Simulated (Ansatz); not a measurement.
# Structure relaxation of Ba

Method: Ansatz, DFT PBEsol, scalar-relativistic, plane waves, PAW. Cutoff 420 eV, Γ-centred k mesh, Gaussian smearing, no spin polarisation in the final step.

Ba was placed on the alpha-gallium structure type (Cmce, No. 64), at a guessed volume.

```xyz
4
Lattice="3.4300 -5.8132 0.0000 3.4300 5.8132 0.0000 0.0000 0.0000 6.8691" Properties=species:S:1:pos:R:3 pbc="T T T"
Ba    3.4300    4.0402    0.5392
Ba    3.4300   -1.7730    2.8953
Ba    3.4300   -4.0402    6.3299
Ba    3.4300    1.7730    3.9738
```

Cell and atoms relax at zero pressure; the relaxation can't lower the symmetry of the start.

Energies count from the standard state of Ba at the same level.

**Question.** What does it relax into?

**Answer.** It ends in Fmmm (No. 69). Conventional cell: a = 4.341 Å, b = 7.094 Å, c = 14.996 Å. Ba is coordinated by 1 Ba at 3.85 Å and 8 Ba at 4.16–4.34 Å.

```
Ba
1.0
     0.00000    3.54714    7.49795
     2.17054    0.00000    7.49795
     2.17054    3.54714    0.00000
Ba
2
Direct
  0.12844 0.12844 0.87156
  0.87156 0.87156 0.12844
```

**Question.** What are its volume, energy, density and gap?

**Answer.** The volume per atom is 57.73 Å³, the density is 3.95 g/cm³ and the energy over the standard structure is 0.11 eV/atom. The gap on the 8×8×10 mesh is 0 eV (a metal).

The final run used a 8×8×10 mesh on its 4-atom cell and 0.10 eV smearing. The k mesh leaves about 4 meV/atom of noise in metals. Symmetry constrained the relaxation, so the result can be a saddle point. The steps took roughly 9 core-minutes in all.

This form isn't the element's structure at ambient conditions.